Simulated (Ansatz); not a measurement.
fcc Ca was calculated with PBE-D3(BJ) in Ansatz (PAW).

Numerical settings: plane-wave cutoff 520 eV, 18×18×18 k mesh, Fermi–Dirac smearing 0.05 eV, scalar-relativistic PAW data made under PBE.

Computed points:

```json
[
 {"V (Å³/atom)": "37.801", "E − E_lowest (meV/atom)": "8.48", "P (GPa)": "1.206"},
 {"V (Å³/atom)": "38.605", "E − E_lowest (meV/atom)": "3.56", "P (GPa)": "0.761"},
 {"V (Å³/atom)": "39.410", "E − E_lowest (meV/atom)": "0.79", "P (GPa)": "0.349"},
 {"V (Å³/atom)": "40.214", "E − E_lowest (meV/atom)": "0.00", "P (GPa)": "-0.030"},
 {"V (Å³/atom)": "41.018", "E − E_lowest (meV/atom)": "1.04", "P (GPa)": "-0.381"},
 {"V (Å³/atom)": "41.823", "E − E_lowest (meV/atom)": "3.78", "P (GPa)": "-0.704"},
 {"V (Å³/atom)": "42.627", "E − E_lowest (meV/atom)": "8.07", "P (GPa)": "-1.001"}
]
```

**Question.** Estimate the bulk modulus from the pressures at 39.410 and 41.018 Å³/atom, and compare it with a fit to all energies.

**Answer.** B = −V dP/dV. Between V = 39.410 and 41.018 Å³/atom, dP/dV = (-0.381 − (0.349))/(41.018 − 39.410) = -0.454 GPa per Å³/atom; at the midpoint 40.214 Å³/atom this gives B ≈ 18.3 GPa. The third-order Birch–Murnaghan fit gives V0 = 40.147 Å³/atom, B0 = 18.3 GPa, B′ = 3.0, which lies within 1 % of that estimate.

Measured, for comparison: bulk modulus 18.6 GPa (corrected for temperature and zero-point phonon effects, our sources range from 15.9 to 18.7; as tabulated in Levämäki et al. (2014), arXiv:1402.3671); equilibrium volume per atom 42.81 Å³/atom (low-temperature or extrapolated to 0 K; zero-point anharmonic expansion removed; as tabulated in Csonka et al. (2009), arXiv:0903.4037). Computed (rounded) less measured: bulk modulus not scored (sources differ), equilibrium volume per atom -6.2 %.

Ansatz is a program for electronic structure.
